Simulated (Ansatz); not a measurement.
# CH2S: energies up the ladder

An exercise on one series of results from a longer session: the logs are not shown, and one member is left open.

Computed with Ansatz 0.2.0 (the levels named in each step, unless a step's input says otherwise).

## The starting structure

Bond lengths: C1–S2 1.605 Å, C1–H3 1.082 Å, C1–H4 1.082 Å. Angles: S2–C1–H3 121.6°, S2–C1–H4 121.6°, H3–C1–H4 116.9°.

Structure file:

```xyz
4

C    -1.0556    0.1270    0.2491
S     0.4962   -0.0597   -0.1171
H    -1.6277    0.9681   -0.1203
H    -1.5790   -0.5823    0.8769
```

Set-up of the first run:

input.yaml reads:

```yaml
crystal:
  periodic: [false, false, false]
  atoms:
    - { symbol: C, position_ang: [-1.04767834, 0.12604521, 0.24719278] }
    - { symbol: S, position_ang: [0.49832924, -0.05988013, -0.11747724] }
    - { symbol: H, position_ang: [-1.6327774, 0.96899978, -0.11933472] }
    - { symbol: H, position_ang: [-1.5840035, -0.58204487, 0.87823917] }
basis:
  gaussian: { orbitals: def2-TZVPP }
hamiltonian:
  xc: pbe0
  dispersion: d4
phonons: {}
```

Run with:

```console
$ ansatz run input.yaml --threads 2 --pin off --max-ram 5120MiB --backend cpu --events-out ev --progress --plain --runs-dir out
```

Steps of the session up to this table: Frequencies, PBE0-D4/def2-TZVPP; Single point, PBE-D4/def2-TZVPP; Single point, r2SCAN-D4/def2-TZVPP; Single point, B3LYP-D4/def2-TZVPP; Single point, wB97M-V/def2-TZVPP; Single point, B2PLYP/def2-TZVPP; Single point, LDA/def2-TZVPP; Single point, PBE0-D4/def2-SVP; Single point, PBE-D4/def2-SVP; Single point, CCSD(T)/def2-TZVPP; Single point, CCSD(T)/def2-QZVPP; The cation of multiplicity 2 at the same geometry, PBE0-D4/def2-TZVPP; The cation of multiplicity 2 at the same geometry, PBE-D4/def2-TZVPP; The cation of multiplicity 2 at the same geometry, r2SCAN-D4/def2-TZVPP; The cation of multiplicity 2 at the same geometry, B3LYP-D4/def2-TZVPP; The cation of multiplicity 2 at the same geometry, wB97M-V/def2-TZVPP; The cation of multiplicity 2 at the same geometry, B2PLYP/def2-TZVPP; The cation of multiplicity 2 at the same geometry, CCSD(T)/def2-TZVPP; The cation of multiplicity 2 at the same geometry, CCSD(T)/def2-QZVPP.

One of the session's tables, all rows but one given; the rest of the session is left out.

It belongs to the step «Vertical ionisation energy». 

| level | vertical ionisation energy (eV) |
| --- | --- |
| PBE-D4/def2-TZVPP | 9.230 |
| r2SCAN-D4/def2-TZVPP | 9.174 |
| B3LYP-D4/def2-TZVPP | 9.312 |
| wB97M-V/def2-TZVPP | 9.296 |
| B2PLYP/def2-TZVPP | 9.251 |
| CCSD(T)/def2-TZVPP | ? |
| CCSD(T)/def2-QZVPP | 9.380 |
| CCSD(T)/CBS | 9.457 |

Q: Estimate the row for CCSD(T)/def2-TZVPP from the others.

As computed: vertical ionisation energy (eV): 9.272. In the column «vertical ionisation energy (eV)» it lies between B2PLYP/def2-TZVPP (9.251) and wB97M-V/def2-TZVPP (9.296).
